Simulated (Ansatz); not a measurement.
```yaml
crystal:
  periodic: [false, false, false]
  atoms:
    - {symbol: Nb, position_ang: [-0.652165, 0.003932, 0.003420]}
    - {symbol: Si, position_ang: [1.894182, -0.011420, -0.009934]}
    - {symbol: H, position_ang: [2.436068, -1.391393, -0.007653]}
    - {symbol: H, position_ang: [2.454757, 0.678027, 1.176822]}
    - {symbol: H, position_ang: [2.442198, 0.669155, -1.207628]}
basis:
  gaussian: {orbitals: def2-TZVP}
magnetization: {spin_polarized: true, initial_magnetization: 4}
hamiltonian: {xc: pbe0}
relax: {f_tol: 0.004, max_steps: 80}
```

```sh
$ ansatz run in.yaml --threads 1 --pin off --events-out ev --progress --plain --max-ram 2176MiB
```

Steps of the relaxation (energy above the last step; positions in Å, forces in eV/Å):

```
5
step 1, 29.9 meV
Nb   -0.652    0.004    0.003   -0.463    0.000    0.002
Si    1.894   -0.011   -0.010   -0.235    0.023    0.001
H     2.436   -1.391   -0.008    0.234   -0.245    0.000
H     2.455    0.678    1.177    0.234    0.112    0.208
H     2.442    0.669   -1.208    0.231    0.110   -0.211
```

```
5
step 2, 2.5 meV
Nb   -0.746    0.004    0.004    0.104   -0.001   -0.001
Si    1.867   -0.009   -0.010   -0.069    0.001    0.000
H     2.476   -1.377   -0.008   -0.013   -0.096    0.000
H     2.495    0.670    1.166   -0.011    0.048    0.077
H     2.483    0.661   -1.198   -0.011    0.048   -0.077
```

```
5
step 3, 0.0 meV
Nb   -0.727    0.003    0.004    0.015   -0.001    0.000
Si    1.874   -0.009   -0.010   -0.025    0.002    0.000
H     2.466   -1.389   -0.008    0.003    0.005    0.000
H     2.487    0.676    1.176    0.003   -0.003   -0.004
H     2.475    0.668   -1.207    0.004   -0.003    0.004
```

```
5
step 5, 0.0 meV
Nb   -0.727    0.003    0.004    0.000    0.000    0.000
Si    1.873   -0.009   -0.010    0.000    0.001    0.000
H     2.466   -1.388   -0.008    0.000    0.000    0.000
H     2.488    0.676    1.175    0.000    0.000    0.000
H     2.475    0.667   -1.207    0.000    0.000    0.000
```

Close pairs at the end: Si2–H4 1.501 Å, Si2–H5 1.501 Å, Si2–H3 1.501 Å, Nb1–Si2 2.599 Å.

A stationary point of unrestricted PBE0 after 5 steps, with ⟨S²⟩ = 6.027 against 6.00 for a pure state; no frequencies were run, so it isn't proven a minimum. 2 min on 1 thread of Arm Neoverse V1, shared host.
